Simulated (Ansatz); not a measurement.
# AlNH₄ (triplet): from Hartree-Fock to the top rungs at a displaced geometry (v1), cc-pVDZ

An exercise on one series of results from a longer session: the logs are not shown, and one member is left open.

Program: Ansatz 0.2.0, Gaussian basis. Level of theory: cc-pVDZ, core rule «outside noble gas», up to 6 orbitals frozen. These are calculated values, not measurements.

To be run: UHF; CCSD(T) on ROHF; CCSD(T) on UHF; BCCD(T) on ROHF; CISD as a restricted active space (open shells left free, so some higher excitations enter); CCSDT(Q) on ROHF; CCSDT(Q) on UHF.

25 further runs of the same task are left out: 7 for a known fault of the program, 6 that didn't finish, 12 set aside as unsound or not needed. Runs told in other sessions of the task aren't counted.

## The system

The geometry is a PBE0/def2-TZVP stationary point (not a proven minimum) with its atoms shifted at random (size 0.040 Å).

6 atoms, charge 0, spin multiplicity 3.

Atoms are counted from 1 here; the program's logs count them from 0.

Bond lengths: Al1–N2 1.915 Å, Al1–H3 1.731 Å, Al1–H4 1.748 Å, N2–H5 1.133 Å, N2–H6 1.006 Å. Angles: N2–Al1–H3 76.8°, N2–Al1–H4 78.9°, H3–Al1–H4 155.7°, Al1–N2–H5 125.4°, Al1–N2–H6 128.0°, H5–N2–H6 106.6°.

Set-up of the first run:

File in.yaml:

```yaml
crystal:
  periodic: [false, false, false]
  atoms:
    - {symbol: Al, position_ang: [0.003413, 0.004942, 0.726314]}
    - {symbol: N, position_ang: [0.002580, -0.011200, -1.188211]}
    - {symbol: H, position_ang: [0.050544, -1.683068, 0.345617]}
    - {symbol: H, position_ang: [-0.052233, 1.716474, 0.375420]}
    - {symbol: H, position_ang: [-0.920952, 0.001475, -1.844559]}
    - {symbol: H, position_ang: [0.795428, -0.011544, -1.807376]}
basis:
  gaussian: {orbitals: cc-pVDZ}
magnetization: {spin_polarized: true, initial_magnetization: 2}
hamiltonian: {xc: hf}
output: {orbitals: {seedname: orbitals}}
```

Launch:

```bash
> ansatz run in.yaml --threads 1 --pin off --events-out ev --progress --plain --max-ram 2393MiB
```

Steps of the session up to this table: UHF; CCSD(T) on ROHF; CCSD(T) on UHF; BCCD(T) on ROHF; CISD as a restricted active space (open shells left free, so some higher excitations enter); CCSDT(Q) on ROHF; CCSDT(Q) on UHF.

One table of the session follows, with a row left open; its other results are not shown here.

It belongs to the step «Misses and costs». 

```
   method  from UCCSDT(Q) (meV)
     ROHF               +7522.8
      UHF               +7260.6
     RMP2               +1417.1
     UMP2               +1370.1
     CISD                +918.3
    RCCSD                +253.7
    UCCSD                     ?
 RCCSD(T)                 +59.1
 UCCSD(T)                 +55.5
  BCCD(T)                 +47.8
   RCCSDT                 +14.7
   UCCSDT                 +13.4
RCCSDT(Q)                  +1.7
UCCSDT(Q)                     0
```

Estimate the missing values for UCCSD.

**Answer.** from UCCSDT(Q) (meV): +241.2. In the column «from UCCSDT(Q) (meV)» it lies between RCCSD(T) (+59.1) and RCCSD (+253.7).

To keep in mind: Restricted and unrestricted rows rest on different reference determinants; a gap between their highest levels can come from leftover correlation error, from unlike frozen cores or from another state.
